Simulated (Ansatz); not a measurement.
Mulliken charges of C₃H₅F, SMILES `C=CCF` from r2SCAN/def2-TZVPP in Ansatz (PBE0-D4/def2-TZVP geometry).

```
atom   x (Å)   y (Å)   z (Å)  charge (e)
  C1  -0.018   1.322   0.377      -0.201
  C2   0.479   0.248  -0.215      -0.113
  C3  -0.152  -1.098  -0.203       0.232
  F4  -1.332  -1.108   0.505      -0.244
  H5   0.494   2.275   0.329       0.084
  H6  -0.951   1.277   0.927       0.092
  H7   1.416   0.302  -0.765       0.069
  H8  -0.369  -1.431  -1.225       0.041
  H9   0.521  -1.835   0.253       0.041
```

Problem. By hand: the dipole of these point charges (1 e Å = 4.8032 D).

Solution. Σ q r = (0.297, -0.083, -0.202) e Å, of length 0.369 e Å = 1.77 D.

Problem. How does the dipole of the full density compare? (Best estimate.)

Solution. Ansatz gave: (0.292, -0.021, -0.182) e Å, 1.66 D; the point charges give 1.07 times that, at 10° from its direction.

Point charges leave out the atoms' own dipoles, such as those of lone pairs, and Mulliken's split depends on the basis, so the close match here is no proof of good charges.
